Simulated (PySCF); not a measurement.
CH3S, SMILES C[S], multiplicity 2. Atoms are numbered in the order given.

```xyz
5

C     -1.0993    -0.0094     0.0000
S      0.6885    -0.0021     0.0000
H     -1.4110     1.0418     0.0000
H     -1.5044    -0.4756    -0.8990
H     -1.5044    -0.4756     0.8990
```
Charge 0, spin multiplicity 2.

Geometry optimised at r2SCAN-D4/def2-TZVP. The isomer is the one that the SMILES or the coordinates give; other isomers of the formula were not compared.

Calculation: PySCF with B3LYP/def2-TZVPD.

- total energy: -438.10745 hartree
- point group: Cs
- α spin, highest occupied and lowest empty level: -6.75 and -0.09 eV
- β spin, highest occupied and lowest empty level: -6.43 and -4.21 eV
- dipole moment: 1.70 D
- quadrupole, principal values (traceless, Buckingham form, about the centre of nuclear charge): -2.36, 0.81, 1.54 D·Å
- mean static polarisability: 35.7 bohr³ (5.29 Å³)
- polarisability, principal values: 30.0, 33.7, 43.4 bohr³
- ⟨S²⟩: 0.754 (pure state 0.75)
